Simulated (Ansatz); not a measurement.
GaB⁺, doublet in aug-cc-pVDZ: errors against full CI

Geometry: a PBE0/def2-TZVP stationary point for this spin.

```tsv
atom	x (Å)	y (Å)	z (Å)
B	0.0000	0.0000	0.0000
Ga	0.0000	0.0000	2.7728
```

Basis aug-cc-pVDZ; Ansatz 0.2.0. Only valence electrons are correlated (noble-gas cores and the filled d shells of p-block atoms frozen), which leaves 5 electrons in 44 orbitals. R marks a restricted (for open shells ROHF) determinant, U an unrestricted one. Active spaces: valence = (5e, 8o) chosen from the atoms' valence shells. No spin–orbit coupling is included, and no scalar relativity.

Full CI is exact within this basis and frozen core; it isn't the basis-set limit. The frozen core follows each run's orbitals, which can shift R against U totals by a few meV for light atoms and by up to 0.1 eV past Ca.

For open shells CISD is restricted-active-space CI with the open shells as a complete middle space.

```
UHF ⟨S²⟩                          : 0.787
T1 diagnostic (RCCSD)             : 0.0393
largest doubles amplitude (RCCSD) : 0.068
```

| level | E − E(RHF) (eV) |
| --- | --- |
| RMP2 | -1.8884 |
| RCCSD | -2.8368 |
| RCCSD(T) | -2.8927 |

(1) Estimate how far full CI in aug-cc-pVDZ lies from RCCSD(T). The table doesn't fix it; the size of (T) and the diagnostics are the guide.

(1) Full CI in aug-cc-pVDZ lies 2.3 kJ/mol below RCCSD(T), which is 42 % of the (T) step (-5.4 kJ/mol). T1 is raised, and the rest is a large part of (T).

The other levels:

| level | E − E(full CI) (kJ/mol) | share of correlation (%) | wall time |
| --- | --- | --- | --- |
| CISD | 21.5 | 92.37 | 2.9 s |
| BCCD(T) | 2.1 | 99.24 | 8 s |
| RCCSDT | 0.2 | 99.92 | – |
| RCCSDT(Q) | 0.0 | 99.98 | 19 s |
| CASSCF (valence space) | 94.3 | 66.47 | – |
| NEVPT2 (valence space) | 24.8 | 91.17 | 5 s |
| MRCISD (valence space) | 1.6 | 99.42 | – |
| MRCISD+Q (valence space) | -1.2 | 100.42 | 6.5 s |

The correlation energy at full CI, counted from RHF, is -2.916 eV. That run took 38 s on 1 thread of AMD EPYC 7B13, shared host over 3,150,280 determinants.

Run but not shown, since their state, orbitals or frozen core can't be matched to the reference's or they repeat it: UHF, UMP2, UCCSD, UCCSD(T), UCCSDT, UCCSDT(Q).

Times hold each run's SCF and search for its determinant on a shared host, so for small cases they say little of a method's own cost; they ran on 1 thread of AMD EPYC 7B13.

More than 5 meV below full CI, which no variational method can be: MRCISD+Q (valence space).

The full-CI state has the irrep A1 of C2v, in the program's axes (one component, if the state is degenerate).

Natural occupations of full CI about the gap: 1.910 1.864 0.980 0.052 0.052 0.035 0.035 0.035 0.008 0.006; effectively unpaired electrons, Σ n²(2−n)², 1.13.
